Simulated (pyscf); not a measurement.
H₂N–AlH₂ + CH₃• → [H₂N–AlH]• + CH₄ (hydrogen abstraction; doublet surface; Al–H broken, C–H formed). Single points on ωB97X-D3(BJ)/def2-SVP structures (PySCF, gas phase). MP2 and CC: frozen core, UHF for open shells. ΔMP2 is the change of the MP2 total energy from the triple- to the quadruple-zeta basis. Rate constants from transition-state theory, CCSD(T)/def2-TZVPP + ΔMP2(QZVPP) energies (ideal gas, 1 atm, RRHO with modes under 100 cm⁻¹ raised to 100, one conformer, R ln 2 for chiral ones without a mode under 150 cm⁻¹; no tunnelling), k in cm³ molecule⁻¹ s⁻¹.

```csv
T (K),1000/T,log10 k
298,3.354,-18.56
600,1.667,-14.83
900,1.111,?
1200,0.833,-12.54
```

Problem. Fit an Arrhenius line to the three values, give the activation energy, and predict k at 900 K.

Solution. Least squares gives log10 k = -10.70 − 2.36 × 1000/T, so Ea = 2.36 × ln 10 × 1.987 = 10.8 kcal/mol, against an electronic barrier of 8.3. At 900 K the line gives -13.32; the computed value is -13.38 (ΔG‡ = 31.9 kcal/mol), close to the line. One saddle was located; it need not be the lowest between these sides. The angle at the transferred H is 177°. The CCSD(T) − MP2 part came from Ansatz, without density fitting, on the same reference.
